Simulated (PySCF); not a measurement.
Hydroxide, HO (charge -1).
SMILES: `[OH-]`

A PySCF run (density fitting, gas phase, GFN2-xTB geometry) gave HOMO 1.93 eV, LUMO 7.42 eV.

Question: Which of these levels was it?
A. PBE0/ANO-RCC-VDZP
B. WP04/cc-pVTZ
C. PBE0/pcSseg-1
D. PBE0/def2-SVPD

Answer: B. It is WP04/cc-pVTZ. All candidates on this geometry:

```json
{"level and settings": "PBE0/ANO-RCC-VDZP", "kind": "global hybrid", "basis functions": "19", "SCF cycles": "11", "E (Eh)": "-75.7209", "HOMO (eV)": "2.06", "LUMO (eV)": "6.91"}
{"level and settings": "WP04/cc-pVTZ", "kind": "global hybrid fitted to proton shifts", "basis functions": "44", "SCF cycles": "12", "E (Eh)": "-77.3055", "HOMO (eV)": "1.93", "LUMO (eV)": "7.42"}
{"level and settings": "PBE0/def2-SVPD, level shift 0.2 Eh", "kind": "global hybrid", "basis functions": "31", "SCF cycles": "12", "E (Eh)": "-75.6622", "HOMO (eV)": "0.84", "LUMO (eV)": "6.64"}
{"level and settings": "PBE0/pcSseg-1", "kind": "global hybrid", "basis functions": "22", "SCF cycles": "10", "E (Eh)": "-75.6561", "HOMO (eV)": "3.38", "LUMO (eV)": "9.64"}
```

The nearest other candidate, by the summed differences of HOMO and LUMO, is PBE0/ANO-RCC-VDZP: its HOMO differs by +0.13 eV and its LUMO by -0.51 eV. Cycle counts include a coarse-grid stage where the run had one. WP04 was designed for NMR shieldings or shifts; total energies of different functionals aren't comparable. ANO-RCC sets were contracted for a scalar-relativistic Hamiltonian, but ran non-relativistically here. The HOMO energy is positive at PBE0/ANO-RCC-VDZP, PBE0/def2-SVPD, PBE0/pcSseg-1 and WP04/cc-pVTZ; such an orbital is held in place by the finite basis.
